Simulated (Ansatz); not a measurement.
A nudged elastic band was laid between two geometries of FH3OSi + H2 (8 atoms, charge 0, multiplicity 1).

These are results of Ansatz, RKS B3LYP/cc-pVDZ, not measurements.

* movable images: 9
* climbing image: yes
* spring: 5.0 eV/Å²
* optimiser: quadratic models (default)
* start path: through a guess of the saddle point
* force threshold: 0.05 eV/Å
* iteration limit: 60
* end points: relaxed

Initial state:

```xyz
8
Properties=species:S:1:pos:R:3
Si -0.174 -0.433 -0.406
F 0.190 0.251 1.056
O 1.220 -0.724 -1.278
H 1.801 -1.420 -0.941
H -0.952 0.549 -1.198
H -0.910 -1.687 -0.078
H 1.430 2.790 2.463
H 1.127 2.168 2.145
```

Final state:

```xyz
8
Properties=species:S:1:pos:R:3
Si -0.293 0.414 -0.239
F 1.510 0.135 2.335
O 1.382 0.025 -0.236
H 1.632 -0.745 -0.766
H -0.758 0.497 -1.658
H -1.087 -0.622 0.481
H -0.383 1.737 0.426
H 1.728 0.053 1.418
```

(1) Which bonds break or form, and what moves?

(2) Give the energies along the band, and the barrier.

(3) What is the geometry of the highest image?

(4) What are the harmonic wavenumbers there?

The band took 33 iterations and about 6 core-minutes.

Answers

(1) Bonds broken: Si1–F2, H7–H8. Bonds formed: Si1–H7, F2–H8. FH3OSi + H2 becomes FH + H4OSi.

(2) It converged. The highest image is number 6 of 0 to 10, 218.8 kJ/mol above the first end and 132.7 kJ/mol above the last; the last end lies 86.0 kJ/mol above the first. A vibrational analysis at the climbing image gives one clearly imaginary mode, 1080i cm⁻¹: a first-order saddle point. The orbitals stay closed-shell, which can raise the energy where a bond breaks towards radicals; this wasn't checked here.

| image | path coordinate (Å) | energy (kJ/mol) | Si1–F2 (Å) | H7–H8 (Å) | Si1–H7 (Å) |
| --- | --- | --- | --- | --- | --- |
| 0 | 0.00 | 0.0 | 1.65 | 0.76 | 4.60 |
| 1 | 0.76 | 0.2 | 1.65 | 0.76 | 4.43 |
| 2 | 1.52 | 1.1 | 1.65 | 0.76 | 4.02 |
| 3 | 2.28 | 6.7 | 1.65 | 0.76 | 3.41 |
| 4 | 3.05 | 32.3 | 1.66 | 0.76 | 2.82 |
| 5 | 3.81 | 106.1 | 1.71 | 0.77 | 2.25 |
| 6 | 4.57 | 218.8 | 2.00 | 0.96 | 1.75 |
| 7 | 5.58 | 109.0 | 2.79 | 1.60 | 1.52 |
| 8 | 6.59 | 102.2 | 3.24 | 2.42 | 1.51 |
| 9 | 7.60 | 97.2 | 3.33 | 2.67 | 1.49 |
| 10 | 8.61 | 86.0 | 3.16 | 2.88 | 1.48 |

(3) 
```xyz
8
Properties=species:S:1:pos:R:3:forces:R:3
Si 0.070 0.167 -0.112 0.00 0.00 0.00
F 1.030 -0.177 1.608 0.00 0.00 0.00
O 1.403 -0.444 -0.926 0.00 0.00 0.00
H 1.985 -0.962 -0.350 0.00 0.00 0.00
H -0.474 1.075 -1.168 0.00 0.00 0.00
H -1.028 -0.717 0.358 0.00 0.00 0.00
H 0.140 1.592 0.895 0.00 0.00 0.00
H 0.605 0.961 1.457 0.00 0.00 0.00
```

(4) 1080i, 214, 290, 494, 552, 665, 759, 846, 947, 1007, 1013, 1101, 1173, 1739, 2159, 2192, 2242, 3806 cm⁻¹.

The run took 6.2 min on 1 thread of Intel(R) Xeon(R) 6975P-C (Granite Rapids) (shared host), peak memory 0.15 GiB.
